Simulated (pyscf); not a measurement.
5 gas-phase steps of one pattern: four-centre exchange on the singlet surface, B–F/Cl/Br/I, F/Cl/Br/I–H broken and B–F/Cl/Br/I, F/Cl/Br/I–H formed. Single points on ωB97X-D3(BJ)/def2-SVP structures (PySCF, gas phase). Correlated levels are frozen-core, on RHF or UHF. ΔMP2 is the change of the MP2 total energy from the triple- to the quadruple-zeta basis. Electronic energies in eV, from the separated reactants; ΔE‡ and ΔE at CCSD(T)/def2-TZVPP + ΔMP2(QZVPP). Rows were drawn at random from the steps of this pattern with a verified saddle, stable references and no exit in the data more than 5 kcal/mol lower.

```csv
row,step,ΔE,ΔE‡
1,Cl–B(Cl)–Cl (SMILES ClB(Cl)Cl) + HF (SMILES F) -> HCl (SMILES Cl) + F–B(Cl)–Cl (SMILES FB(Cl)Cl),-0.58,0.81
2,HO–B(Cl)–Cl (SMILES OB(Cl)Cl) + HF (SMILES F) → HO–B(F)–Cl (SMILES OB(F)Cl) + HCl (SMILES Cl),-0.57,?
3,Cl–BH–Cl (SMILES ClBCl) + HF (SMILES F) → HCl (SMILES Cl) + F–BH–Cl (SMILES FBCl),-0.56,0.66
4,H₂N–B(Cl)–Cl (SMILES NB(Cl)Cl) + HF (SMILES F) -> H₂N–B(F)–Cl (SMILES NB(F)Cl) + HCl (SMILES Cl),-0.52,1.15
5,F–BH–F (SMILES FBF) + HCl (SMILES Cl) → HF (SMILES F) + F–BH–Cl (SMILES FBCl),+0.67,1.26
```

### Question
From a straight line through the complete rows, estimate the missing barrier and say how far the line can be trusted.

### Answer
Over the 4 complete rows the means are -0.25 (ΔE) and 0.97 (ΔE‡); least squares gives b = 0.33 and a = 1.05 eV, with residuals of 0.17 eV (root mean square; largest 0.27, row 4). For row 2: 1.05 + 0.33 × (-0.57) = 0.86 eV. The computed barrier is 0.95 eV, 0.09 over the line. The scatter is large against the spread of the barriers, so the line says little here. Each barrier is that of the saddle found. The CCSD(T) − MP2 part came from Ansatz, without density fitting, on the same reference.
